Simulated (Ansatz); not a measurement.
# B2HSi: the cost of one run

Computed with Ansatz 0.2.0, Gaussian basis. Level: def2-TZVPP, core rule «outside noble gas», up to 7 orbitals frozen.

To be run: UHF; ROHF; CCSD(T) on UHF.

2 further runs of the same task are left out: 2 set aside as unsound or not needed.

### Step 1. The system

The geometry is a PBE0/def2-TZVP stationary point (not a proven minimum) of the parent state, kept for this charge and spin.

4 atoms, charge 1, spin multiplicity 3.

Atoms are counted from 1 here; the program's logs count them from 0.

Bond lengths: B1–B2 1.556 Å, B1–Si3 1.803 Å, B2–Si3 2.031 Å, B2–H4 1.184 Å. Angles: B2–B1–Si3 74.0°, B1–B2–Si3 58.6°, B1–B2–H4 160.2°, Si3–B2–H4 141.2°, B1–Si3–B2 47.4°.

### Step 2. UHF

in.yaml reads:

```yaml
crystal:
  periodic: [false, false, false]
  atoms:
    - {symbol: B, position_ang: [0.000000, -1.009164, 0.569007]}
    - {symbol: B, position_ang: [0.000000, 0.390881, 1.246852]}
    - {symbol: Si, position_ang: [0.000000, 0.194266, -0.774114]}
    - {symbol: H, position_ang: [0.000000, 1.218527, 2.093499]}
basis:
  gaussian: {orbitals: def2-TZVPP}
total_charge: 1
magnetization: {spin_polarized: true, initial_magnetization: 2}
hamiltonian: {xc: hf}
output: {orbitals: {seedname: orbitals}}
```

Launch:

```bash
ansatz run in.yaml --threads 1 --pin off --events-out ev --progress --plain --max-ram 4096MiB --backend cpu
```

Q: Estimate wall time and peak memory on 1 thread of AMD EPYC 7R13, shared host.

About 6 s, with a peak of 0.26 GiB.
